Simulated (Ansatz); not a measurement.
# Si2NH (singlet): the correlation ladder, cc-pVDZ

One table from this session's results is given with a row withheld; the runs are named, their logs left out.

The runs use Ansatz 0.2.0, Gaussian basis; cc-pVDZ, core rule «outside noble gas», up to 11 orbitals frozen.

The runs, in order: UHF; CCSD(T) on RHF; CCSD(T) on UHF; BCCD(T) on RHF; CISD; CCSDT(Q) on RHF; CCSDT(Q) on UHF; CASSCF and MRCISD+Q, 8 electrons in 8 orbitals; CASSCF and MRCISD+Q(relaxed), 8 electrons in 8 orbitals; CASSCF and NEVPT2, 8 electrons in 8 orbitals.

17 further runs of the same task are left out: 7 that didn't finish, 10 set aside as unsound or not needed.

## What is computed

The geometry is a PBE0/def2-TZVP stationary point (not a proven minimum).

4 atoms, charge 0, spin multiplicity 1.

Atoms are counted from 1 here; the program's logs count them from 0.

Bond lengths: N1–Si2 1.576 Å, Si2–Si3 2.341 Å, Si3–H4 1.524 Å. Angles: N1–Si2–Si3 170.0°, Si2–Si3–H4 86.2°.

Set-up of the first run:

in.yaml

```yaml
crystal:
  periodic: [false, false, false]
  atoms:
    - {symbol: N, position_ang: [0.000000, -0.058160, 2.214672]}
    - {symbol: Si, position_ang: [0.000000, 0.085636, 0.645153]}
    - {symbol: Si, position_ang: [0.000000, -0.107473, -1.688146]}
    - {symbol: H, position_ang: [0.000000, 1.416707, -1.713659]}
basis:
  gaussian: {orbitals: cc-pVDZ}
magnetization: {spin_polarized: true, initial_magnetization: 0}
hamiltonian: {xc: hf}
output: {orbitals: {seedname: orbitals}}
```

Started as:

```bash
ansatz run in.yaml --threads 1 --pin off --events-out ev --progress --plain --max-ram 2393MiB
```

Among the steps run: UHF; CCSD(T) on RHF; CCSD(T) on UHF; BCCD(T) on RHF; CISD; CCSDT(Q) on RHF; CCSDT(Q) on UHF; CASSCF and MRCISD+Q, 8 electrons in 8 orbitals; CASSCF and MRCISD+Q(relaxed), 8 electrons in 8 orbitals; CASSCF and NEVPT2, 8 electrons in 8 orbitals.

One of the session's tables, all rows but one given; the rest of the session is left out.

It belongs to the step «Misses and costs». 

```
   method  from RCCSDT(Q) (meV)
      RHF              +11328.8
      UHF              +10311.1
     RMP2               +1318.1
     UMP2               +2792.1
     CISD               +2344.5
    RCCSD                +855.5
    UCCSD                +884.8
 RCCSD(T)                +154.3
 UCCSD(T)                     ?
  BCCD(T)                +145.7
   RCCSDT                +137.6
   UCCSDT                +145.4
RCCSDT(Q)                     0
UCCSDT(Q)                  -6.1
```

Q: Estimate the row for UCCSD(T) from the others.

**Answer.** from RCCSDT(Q) (meV): +320.1. In the column «from RCCSDT(Q) (meV)» it lies between RCCSD(T) (+154.3) and RCCSD (+855.5).

Left out of the table: CASSCF frontier, NEVPT2 frontier, MRCISD frontier, MRCISD+Q frontier (the active space lost an orbital or holds another state than full CI finds).

Caveats from the session: The determinant is far from a pure spin state, so its energy mixes those of several spin states (harmless only where they are near-degenerate, as at dissociation). Left out of the table: MRCISD+Q(relaxed) frontier (another determinant or state than the rows shown). Warnings: restricted reference is unstable; spin contamination; coupled cluster took another determinant than the lowest; large T1 diagnostic. Restricted and unrestricted rows rest on different reference determinants; where their highest levels disagree by more than a few hundredths of an eV, they describe different states and don't form one ladder. Warnings in the runs' records: passed over end.
